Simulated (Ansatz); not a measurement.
Geometry optimisation, RKS B3LYP/def2-SVP (Ansatz 0.2.0).

Input file:

```yaml
crystal:
  periodic: [false, false, false]
  atoms:
    - { symbol: C, position_ang: [-0.7447, 0.9566, -0.4271] }
    - { symbol: S, position_ang: [-0.5306, 0.3975, 1.2561] }
    - { symbol: Al, position_ang: [0.9013, -1.2355, 0.6403] }
    - { symbol: H, position_ang: [-1.1455, 0.2043, -1.0732] }
    - { symbol: H, position_ang: [0.1662, 1.3494, -0.8923] }
    - { symbol: H, position_ang: [-1.5089, 1.8645, -0.4141] }
    - { symbol: H, position_ang: [2.5244, -0.9195, 0.5809] }
    - { symbol: H, position_ang: [0.43, -2.6745, 0.2736] }
basis:
  gaussian: { orbitals: def2-SVP }
hamiltonian:
  xc: b3lyp
relax:
  f_tol: 0.02
  max_steps: 50
```

Run as:

```bash
$ ansatz run input.yaml --threads 1 --pin off --max-ram 2048MiB --backend cpu --events-out ev --progress --plain --runs-dir out
```

Q: Where does it end, and by what steps?

A: The forces met the threshold. The force dipped under the threshold on the way, but the program's further checks kept it going. After 21 steps the energy has fallen by 0.613 eV; H8 moved furthest, 1.30 Å.

```json
{"step": "0", "energy less start (eV)": "0.0000", "largest force component (eV/Å)": "2.851", "accepted": "yes"}
{"step": "1", "energy less start (eV)": "-0.1980", "largest force component (eV/Å)": "0.971", "accepted": "yes"}
{"step": "2", "energy less start (eV)": "-0.2314", "largest force component (eV/Å)": "0.419", "accepted": "yes"}
{"step": "3", "energy less start (eV)": "-0.2358", "largest force component (eV/Å)": "0.145", "accepted": "yes"}
{"step": "4", "energy less start (eV)": "-0.2391", "largest force component (eV/Å)": "0.078", "accepted": "yes"}
{"step": "5", "energy less start (eV)": "-0.2628", "largest force component (eV/Å)": "0.323", "accepted": "yes"}
{"step": "6", "energy less start (eV)": "-0.3432", "largest force component (eV/Å)": "0.235", "accepted": "yes"}
{"step": "7", "energy less start (eV)": "-0.4105", "largest force component (eV/Å)": "0.407", "accepted": "yes"}
{"step": "8", "energy less start (eV)": "-0.4810", "largest force component (eV/Å)": "0.409", "accepted": "yes"}
{"step": "9", "energy less start (eV)": "-0.5608", "largest force component (eV/Å)": "0.213", "accepted": "yes"}
{"step": "10", "energy less start (eV)": "-0.6011", "largest force component (eV/Å)": "0.206", "accepted": "yes"}
{"step": "11", "energy less start (eV)": "-0.6077", "largest force component (eV/Å)": "0.105", "accepted": "yes"}
{"step": "12", "energy less start (eV)": "-0.6099", "largest force component (eV/Å)": "0.042", "accepted": "yes"}
{"step": "13", "energy less start (eV)": "-0.6115", "largest force component (eV/Å)": "0.015", "accepted": "yes"}
{"step": "14", "energy less start (eV)": "-0.6059", "largest force component (eV/Å)": "0.352", "accepted": "no"}
{"step": "15", "energy less start (eV)": "-0.6121", "largest force component (eV/Å)": "0.016", "accepted": "yes"}
{"step": "16", "energy less start (eV)": "-0.6113", "largest force component (eV/Å)": "0.178", "accepted": "no"}
{"step": "17", "energy less start (eV)": "-0.6127", "largest force component (eV/Å)": "0.035", "accepted": "yes"}
{"step": "18", "energy less start (eV)": "-0.6130", "largest force component (eV/Å)": "0.069", "accepted": "yes"}
{"step": "19", "energy less start (eV)": "-0.6127", "largest force component (eV/Å)": "0.060", "accepted": "no"}
{"step": "20", "energy less start (eV)": "-0.6134", "largest force component (eV/Å)": "0.015", "accepted": "yes"}
{"step": "21", "energy less start (eV)": "-0.6135", "largest force component (eV/Å)": "0.009", "accepted": "yes"}
```

```xyz
8
Properties=species:S:1:pos:R:3
C -0.741 1.074 -0.518
S -1.069 -0.452 0.467
Al 0.890 -1.394 0.664
H -1.300 1.013 -1.462
H 0.328 1.203 -0.739
H -1.097 1.942 0.055
H 2.148 -0.691 0.007
H 0.933 -2.753 1.470
```

Whether the end is a true minimum wasn't checked by a vibrational analysis.

Run time: 60 s on 1 thread of Arm Neoverse V1, on a shared host, peak memory 0.14 GiB.
